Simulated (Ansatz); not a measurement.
A nudged elastic band was laid between two geometries of AlClH2O + H2 (7 atoms, charge 0, multiplicity 1).

These are results of RKS LDA/def2-mTZVP in Ansatz 0.2.0, not measurements.

```yaml
movable_images: 7
climbing_image: yes
spring: 5.0 eV/Å²
optimiser: quadratic models (default)
start_path: straight line
force_threshold: 0.03 eV/Å
iteration_limit: 60
end_points: relaxed
```

Image 0:

```xyz
7
Properties=species:S:1:pos:R:3
Al -0.027 -0.103 0.246
O -0.089 -0.570 1.871
H -0.924 -0.669 2.361
H 1.363 -0.105 -0.493
Cl -1.817 0.178 -0.823
H -0.072 2.171 0.488
H 0.225 1.945 1.170
```

Image 8:

```xyz
7
Properties=species:S:1:pos:R:3
Al 0.055 0.535 -0.129
O 0.066 0.196 1.818
H -0.796 -0.291 1.901
H 1.260 -0.301 -0.741
Cl -1.870 -0.460 -0.235
H -0.013 2.133 -0.108
H -0.042 1.036 2.315
```

Question: What changes between the two ends?

Answer: Bonds broken: H6–H7. Bonds formed: Al1–H6, O2–H7. AlClH2O + H2 becomes AlClH4O.

Question: Give the energies along the band, and the barrier.

Answer: The run converged. The highest image is number 4 of 0 to 8, 64.1 kJ/mol above the first end and 56.9 kJ/mol above the last; the last end lies 7.2 kJ/mol above the first. Another band between the same ends (7 images) ends at a top of the same energy, where a vibrational analysis finds 1 clearly imaginary mode. The orbitals stay closed-shell, which can raise the energy where a bond breaks towards radicals; this wasn't checked here.

| image | path coordinate (Å) | energy (kJ/mol) | H6–H7 (Å) | Al1–H6 (Å) | O2–H7 (Å) |
| --- | --- | --- | --- | --- | --- |
| 0 | 0.00 | 0.0 | 0.78 | 2.29 | 2.63 |
| 1 | 0.35 | 1.1 | 0.78 | 2.29 | 2.35 |
| 2 | 0.71 | 9.0 | 0.79 | 2.17 | 2.02 |
| 3 | 1.06 | 34.9 | 0.85 | 1.95 | 1.65 |
| 4 | 1.41 | 64.1 | 1.07 | 1.78 | 1.27 |
| 5 | 1.77 | 38.8 | 1.48 | 1.67 | 1.04 |
| 6 | 2.13 | 20.0 | 1.89 | 1.62 | 0.99 |
| 7 | 2.48 | 10.4 | 2.29 | 1.61 | 0.98 |
| 8 | 2.84 | 7.2 | 2.66 | 1.60 | 0.98 |

Question: What is the geometry of the highest image?

Answer: 
```xyz
7
Properties=species:S:1:pos:R:3
Al 0.008 0.235 0.022
O 0.058 0.057 1.851
H -0.764 -0.243 2.291
H 1.302 -0.134 -0.804
Cl -1.925 -0.244 -0.663
H 0.004 1.904 0.630
H -0.025 1.274 1.493
```

The run took 71 s on 2 threads of Arm Neoverse V1, on a shared host, peak memory 0.14 GiB.
